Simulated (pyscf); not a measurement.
**Four-centre exchange: F–SiH₂–F (SMILES F[SiH2]F) + H₂O (SMILES O) → HO–SiH(F)–F (SMILES O[SiH](F)F) + H₂ (SMILES [H][H])**

Gas phase, singlet surface, charge 0. Bonds broken: Si2–H4, O6–H7. Bonds formed: Si2–O6, H4–H7. Structures and frequencies: ωB97X-D3(BJ)/def2-SVP in PySCF.

Transition state (Å):

```xyz
8

F      1.0545     0.4344     0.3814
Si    -0.3057    -0.2374    -0.2445
F     -1.1871     1.1168    -0.3940
H     -1.7524    -1.1577    -0.3999
H      0.2634    -0.8747    -1.4468
O     -0.6079    -1.1459     1.3156
H     -1.5469    -1.3236     0.7061
H     -0.4954    -0.7544     2.1965
```

One imaginary mode, 1366i cm⁻¹; descent along it reached the two sides named, in the forms told below.

```csv
bond,change,reactant side (Å),saddle,product side
Si2–H4,breaks,1.471,1.722,3.4
O6–H7,breaks,0.966,1.134,2.7
Si2–O6,forms,2.8,1.830,1.636
H4–H7,forms,3.2,1.137,0.760
```

Electronic energies relative to the separated reactants (kJ/mol):

```json
[
 {"level": "ωB97X-D3(BJ)/def2-TZVP", "barrier": "124.0", "reaction energy": "-107.2", "reverse barrier": "231.2"},
 {"level": "PBE/def2-TZVP", "barrier": "103.8", "reaction energy": "-101.4", "reverse barrier": "205.2"},
 {"level": "r²SCAN/def2-TZVP", "barrier": "105.1", "reaction energy": "-114.4", "reverse barrier": "219.5"},
 {"level": "B3LYP-D3(BJ)/def2-TZVP", "barrier": "124.8", "reaction energy": "-107.4", "reverse barrier": "232.2"},
 {"level": "PBE0-D3(BJ)/def2-TZVP", "barrier": "111.7", "reaction energy": "-102.5", "reverse barrier": "214.2"},
 {"level": "M06-2X/def2-TZVP", "barrier": "120.3", "reaction energy": "-119.3", "reverse barrier": "239.6"},
 {"level": "ωB97M-D3(BJ)/def2-TZVP", "barrier": "121.6", "reaction energy": "-107.1", "reverse barrier": "228.8"},
 {"level": "HF/def2-TZVP", "barrier": "196.5", "reaction energy": "-101.3", "reverse barrier": "297.7"}
]
```

With ωB97M-D3(BJ)/def2-TZVP energies and thermal terms (ideal gas, 1 atm, RRHO with modes under 100 cm⁻¹ raised to 100, one conformer, R ln 2 for chiral ones without a mode under 150 cm⁻¹), in kJ/mol:

| T (K) | ΔH‡ | ΔG‡ | ΔH | ΔG |
|---|---|---|---|---|
| 298 | 113.7 | 157.6 | -119.4 | -112.3 |
| 600 | 114.3 | 202.1 | -114.5 | -107.0 |
| 900 | 117.2 | 245.4 | -110.4 | -104.1 |
| 1200 | 120.7 | 287.7 | -107.2 | -102.6 |

On the reactant side the descent ends in a complex, 17.8 kJ/mol under the separated species and 141.8 kJ/mol under the saddle at ωB97X-D3(BJ)/def2-TZVP. The same reactants have a lower exit, to HF + HO–SiH₂–F (barrier +85.3 kJ/mol at ωB97M-D3(BJ)/def2-TZVP, against +121.6 kJ/mol here). This is the saddle that the search found; another between the same sides may lie lower.
